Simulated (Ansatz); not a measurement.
Lithium, bcc: convergence with the plane-wave cutoff

Computed with Ansatz, r²SCAN, scalar-relativistic PAW, on the relaxed cell (a = 3.476 Å; spin not included). Errors count from a run at 500 eV on a Γ-centred 21×21×21 mesh with Fermi-Dirac smearing of 0.1 eV, extrapolated to zero width. Fixed here: mesh 13×13×13, Fermi-Dirac width 0.1 eV. The pressure holds a Pulay correction and is unreliable far below the recommended cutoff. The SCF starts from atomic densities corrected by a trained network.

```json
{"cutoff (eV)": "150", "E(σ→0) error (meV/atom)": "1567.0", "P (GPa)": "0.54", "SCF iterations": "6"}
{"cutoff (eV)": "200", "E(σ→0) error (meV/atom)": "263.1", "P (GPa)": "-0.03", "SCF iterations": "6"}
{"cutoff (eV)": "300", "E(σ→0) error (meV/atom)": "4.2", "P (GPa)": "0.01", "SCF iterations": "6"}
{"cutoff (eV)": "350", "E(σ→0) error (meV/atom)": "0.0", "P (GPa)": "0.01", "SCF iterations": "6"}
{"cutoff (eV)": "420", "E(σ→0) error (meV/atom)": "-0.8", "P (GPa)": "0.01", "SCF iterations": "6"}
{"cutoff (eV)": "500", "E(σ→0) error (meV/atom)": "-1.0", "P (GPa)": "0.01", "SCF iterations": "6"}
{"cutoff (eV)": "600", "E(σ→0) error (meV/atom)": "-1.1", "P (GPa)": "0.01", "SCF iterations": "6"}
{"cutoff (eV)": "800", "E(σ→0) error (meV/atom)": "-1.2", "P (GPa)": "0.01", "SCF iterations": "6"}
```

Task: What does the run at 250 give (cutoff)?

Result: E(σ→0) error (meV/atom): 36.9; P (GPa): -0.07; SCF iterations: 6.

Within 5 meV/atom of the last row: from 350 eV on.
